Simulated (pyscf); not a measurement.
Single points on ωB97X-D3(BJ)/def2-SVP structures (PySCF, gas phase). Correlated levels are frozen-core, on RHF or UHF. ΔMP2 is the change of the MP2 total energy from the triple- to the quadruple-zeta basis.

### Question
PBE/def2-TZVP puts the barrier of H₂C=C=CH₂ (SMILES C=C=C) + H₂O (SMILES O) → H₂C=C(CH₃)–OH (SMILES C=C(C)O) (addition across a multiple bond or ene-type step; singlet surface; H–O broken, C–H, C–O formed) at 180.3 kJ/mol and the reaction energy at -137.9 kJ/mol, from the separated reactants. What do r²SCAN/def2-TZVP, ωB97M-D3(BJ)/def2-TZVP, CCSD(T)/def2-TZVPP + ΔMP2(QZVPP) give on the same structures?

### Answer
r²SCAN: ΔE‡ = 191.3 kJ/mol, ΔE = -146.7 kJ/mol; ωB97M-D3(BJ): ΔE‡ = 209.5 kJ/mol, ΔE = -141.1 kJ/mol; CCSD(T): ΔE‡ = 225.7 kJ/mol, ΔE = -131.1 kJ/mol. PBE's barrier lies under all of them, by 11.0 to 45.4 kJ/mol. Its reaction energy lies among theirs. Low barriers are usual for a GGA, whose delocalisation error favours stretched bonds. One saddle was located; it need not be the lowest between these sides. The CCSD(T) − MP2 part came from Ansatz, without density fitting, on the same reference.
